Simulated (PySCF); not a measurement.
Gas-phase reaction: SiH2F + H2SiNH ⇌ Si + SiH3F + NH2

Computed with PySCF and rigid-rotor harmonic-oscillator thermochemistry at 1 bar. † marks an energy on the PBE0/def2-TZVP geometry and frequencies; other levels use their own. MP2 and CCSD(T) freeze the core. Open shells (unrestricted): SiH2F (multiplicity 2), Si (multiplicity 3), NH2 (multiplicity 2); the rest are closed-shell singlets. Spin-orbit splitting is ignored; it lowers the true energy and changes the entropy of Si. B3LYP is the form with VWN-RPA correlation. SiH2F, H2SiNH: computed as isolated molecules; such fragments, hydroxides, amides, oligomers or adducts are transient or little studied in the gas. MP2 isn't extrapolated to the basis-set limit. CCSD(T) isn't extrapolated to the basis-set limit.

| level | ΔH°(298 K), kJ |
|---|---|
| B3LYP/def2-TZVP† | 290 |
| BLYP/def2-TZVP† | (withheld) |
| CCSD(T)/def2-TZVPP† | 276 |
| M06-2X/def2-TZVP† | 307 |
| MP2/def2-SVP† | (withheld) |
| MP2/def2-TZVPP† | 311 |
| PBE/def2-TZVP† | (withheld) |
| PBE0/def2-TZVP | (withheld) |
| LDA/def2-TZVP† | 393 |

Complete the blanks.


- BLYP/def2-TZVP†, ΔH°(298 K), kJ: 304
- MP2/def2-SVP†, ΔH°(298 K), kJ: 275
- PBE/def2-TZVP†, ΔH°(298 K), kJ: 320
- PBE0/def2-TZVP, ΔH°(298 K), kJ: 292
